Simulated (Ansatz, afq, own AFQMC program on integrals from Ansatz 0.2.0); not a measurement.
AFQMC on a folder of integrals that Ansatz 0.2.0 wrote.

```yaml
crystal:
  periodic: [false, false, false]
  atoms:
    - {symbol: Al, position_ang: [0.000000, 0.000000, 0.538607]}
    - {symbol: N, position_ang: [0.000000, 0.000000, -1.069393]}
    - {symbol: H, position_ang: [0.000000, 1.407264, 1.258484]}
    - {symbol: H, position_ang: [0.000000, -1.407264, 1.258484]}
    - {symbol: H, position_ang: [0.000000, 0.000000, -2.074255]}
basis:
  gaussian: {orbitals: cc-pVDZ}
magnetization: {spin_polarized: true, initial_magnetization: 1}
correlation: {method: ccsd_t, electrons: outside_noble_gas, hamiltonian_folder: ham}
```

```sh
$ ansatz run in.yaml --threads 1 --pin off --events-out ev --progress --plain --max-ram 1382MiB
```

Options of the walk:

```
--method phaseless --trial cisd --walkers 60 --populations 1 --least-time 40 --time-step 0.005 --steps-per-block 50 --equilibration-blocks 28 --max-blocks 300 --target-error 0.0004 --factor-cut 1e-05 --start spin_pure --seed 8022 --release-times 0.24,0.51,0.99,1.62,2.4 --release-step 0.03 --release-every 4 --taylor-order 6
```

Times are imaginary, in 1/Eh. The walk had a cap of 1706 s.

afq prints:

```
orbitals 41  electrons 6 5  factors 314 of 446
reference energy -298.05814126 Eh
CCSD correlation -0.23407724 Eh in 12 cycles, weight of the determinant in the CISD state 0.8945
energy of the start -298.291971 Eh
 block  time / (1/Eh)  mean weight  energy / Eh
     1     0.250  1.0011  -298.289146
     2     0.500  0.9974  -298.290441
     3     0.750  1.0026  -298.290930
     4     1.000  0.9978  -298.293335
     5     1.250  0.9981  -298.296626
    10     2.500  1.0025  -298.293559
    37     9.250  1.0001  -298.307926
    67    16.750  1.0000  -298.302139
    79    19.750  0.9991  -298.308539
    97    24.250  1.0005  -298.296944
   127    31.750  0.9991  -298.296312
   157    39.250  1.0019  -298.297319
   187    46.750  0.9985  -298.299082
   217    54.250  0.9995  -298.302423
   247    61.750  1.0008  -298.299507
   253    63.250  0.9988  -298.290565
   265    66.250  0.9995  -298.294658
blocks merged  error / Eh  count
     1  0.000258  240
     2  0.000304  120
     4  0.000327  60
     8  0.000365  30
    16  0.000399  15
released: time / (1/Eh)  energy / Eh  error  mean overlap
  0.24  -298.298470  0.000438  0.9984
  0.51  -298.298254  0.000425  1.0074
  0.99  -298.298954  0.000375  1.0020
  1.62  -298.298637  0.000544  1.0093
  2.40  -298.298271  0.000665  1.0387
energy -298.298898 +/- 0.000365 Eh
(rows thinned)
```

The run passed its tests (sampling time, drift between the halves within three errors, error under three times the target), which doesn't prove that it has relaxed.

Against this walk (error 9.9 meV) on the same determinant: CCSD(T) 54.0 meV higher, CCSDT(Q) 16.1 meV higher (within the noise). The error is statistical and leaves out the bias of the constraint. Released to 2.40 1/Eh the energy moves by 17 ± 21 meV (both errors), within twice the noise.

Cautions: constraint bias not in the error.

The walk took 17 min on 1 thread of AMD EPYC (Zen 3), on a shared host. The log's last line is the phaseless energy.

CCSDT and higher add their correlation energy to the determinant of the CCSD(T) run, since their own runs factorise the integrals more tightly (a shift of under 2 meV). A walk keeps the symmetry of its determinant, which the program's search chose and which needn't be the lowest solution, so a lower state of the same spin and another symmetry isn't excluded.
